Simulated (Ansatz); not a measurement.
bcc Rb was calculated with RPBE in Ansatz (plane waves, PAW).

Numerical settings: plane-wave cutoff 520 eV, 14×14×14 k mesh, Fermi–Dirac smearing 0.05 eV, scalar-relativistic PAW data made under PBE.

Cell (relaxed at this level):

```cif
data_Rb
_chemical_formula_sum 'Rb1'
_space_group_name_H-M_alt 'P 1'
_space_group_IT_number 1
_cell_length_a 5.07560
_cell_length_b 5.07560
_cell_length_c 5.07560
_cell_angle_alpha 109.471
_cell_angle_beta 109.471
_cell_angle_gamma 109.471
loop_
_space_group_symop_operation_xyz
  'x, y, z'
loop_
_atom_site_label
_atom_site_type_symbol
_atom_site_fract_x
_atom_site_fract_y
_atom_site_fract_z
_atom_site_occupancy
Rb1 Rb 0.00000 0.00000 0.00000 1
```

Task: Predict the bulk modulus and pressure derivative B′ of the bulk modulus.

Result: 
* **bulk modulus**: 2.36 GPa
* **pressure derivative B′ of the bulk modulus**: 3.7

The run finds no gap.

Measured, for comparison: bulk modulus 2.92 GPa (corrected for temperature and zero-point phonon effects, our sources range from 2.92 to 3.60; as tabulated in Levämäki et al. (2014), arXiv:1402.3671). Computed (rounded) less measured: bulk modulus not scored (sources differ).

The computed numbers hold no vibrational or temperature effects.

Ansatz is a program for electronic structure.
